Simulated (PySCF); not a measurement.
**C5H8: core ionisation energies**

C5H8.
Structure used (GFN2-xTB), in Å, numbered top down from 1:
```
atom  x, y, z in Å
C1     1.8588   -0.8864   -0.3291
C2     0.8616   -0.0436   -0.2628
C3     0.3738    1.2891    0.1061
C4    -0.5652    0.2331   -0.4529
C5    -1.5914   -0.4121    0.4482
H6     2.8564   -0.6123   -0.0236
H7     1.7263   -1.8915   -0.6974
H8     0.6381    2.1341   -0.5142
H9     0.2980    1.5350    1.1564
H10   -0.9122    0.3810   -1.4706
H11   -1.8823   -1.3857    0.0573
H12   -1.1843   -0.5512    1.4471
H13   -2.4821    0.2109    0.5178
```

Method: delta-SCF UKS SCAN, pcX-2 on the ionised atom, pcseg-1 elsewhere, spin-free X2C (PySCF 2.14.0). Each binding energy is the total energy of the core-ionised species, with the hole localised on one atom, minus that of the ground state; both are solved self-consistently, so orbital relaxation is included.

**Question.** Give the core binding energies atom by atom.

**Answer.** 
```tsv
atom(s)	bonded to	level	binding energy (eV)	above the level's lowest (eV)	count
C1	C (double bond) and 2 H	C 1s	289.96	0.00	1
C2	C (double bond) and 2 C	C 1s	290.35	+0.39	1
C3	2 C and 2 H	C 1s	290.49	+0.53	1
C4	3 C and H	C 1s	290.67	+0.71	1
C5	C and 3 H	C 1s	290.56	+0.60	1
```

Lowest listed C 1s: C1, bonded to C (double bond) and 2 H. Highest, 0.71 eV above it: C4, bonded to 3 C and H. The widest gap between neighbouring values is 0.39 eV, between 289.96 and 290.35 eV.

**Question.** What is the C 1s shift of C2 against C4?

**Answer.** 290.35 − 290.67 = -0.32 eV, or -31 kJ/mol.

**Question.** Which photon wavelength matches the C 1s of C4 threshold?

**Answer.** λ = hc/E = 12398.42 eV Å / 290.67 eV = 42.655 Å.

Isolated species at its GFN2-xTB geometry, gas phase.
